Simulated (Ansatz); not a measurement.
`C/C=N/C` → `[CH2]` (triplet) + `CC=N` at 700 K and 1 bar (formal loss of a carbene).

Program: Ansatz. Geometries: PBE0-D4/def2-TZVP. ΔE: electronic, gas phase. CCSD(T)/CBS is the MP2 limit (def2-TZVPP, def2-QZVPP) plus CCSD(T) − MP2 in def2-TZVPP, frozen cores. This one scheme is used for every species. Triplets are unrestricted, without spin–orbit coupling. Each species was taken in one conformer, which may not be the lowest.

| species | CCSD(T)/CBS energy (Eh) | H − E (kJ/mol) | S (J/(mol·K)) |
| --- | --- | --- | --- |
| `C/C=N/C` | -173.04842 | 316.3 | 389.8 |
| `[CH2]` (triplet) | -39.09499 | 70.4 | 226.8 |
| `CC=N` | -133.79309 | 226.8 | 331.3 |

H − E and S are ideal-gas, rigid-rotor, harmonic terms from PBE0-D4/def2-TZVP, for one conformer and one mirror image of each species, with the whole ground term of open shells counted as degenerate. 1 Eh = 2625.50 kJ/mol, R = 8.31446 J/(mol·K).

Task: By hand: ΔE, ΔH, ΔS and ΔG.

Result: ΔE = (-39.09499) + (-133.79309) − (-173.04842) = 0.16034 Eh = 421.0 kJ/mol. Δ(H − E) = 70.4 + 226.8 − 316.3 = -19.1, so ΔH = 401.9 kJ/mol. ΔS = 226.8 + 331.3 − 389.8 = 168.3 J/(mol·K). ΔG = 401.9 − 700 × (168.3)/1000 = 284.1 kJ/mol.

Task: By hand: the equilibrium constant, and the temperature at which ΔG would vanish if ΔH and ΔS stayed fixed.

Result: log₁₀ K = −ΔG/(RT ln 10) = -21.2. ΔG = 0 at ΔH/ΔS = 2388 K.

The number of gas molecules changes by +1, which sets the sign of ΔS. A doubt of 5 kJ/mol in ΔE shifts log₁₀ K by 0.4 here. Other conformers and mirror images would add mixing entropy, several J/(mol·K) or more a flexible species. A triplet takes part, so the spin changes. These are equilibria of isolated gas molecules and say nothing of rates. Largest T1 diagnostic: 0.012 (customary marks: 0.02 for closed shells, 0.045 for open ones).
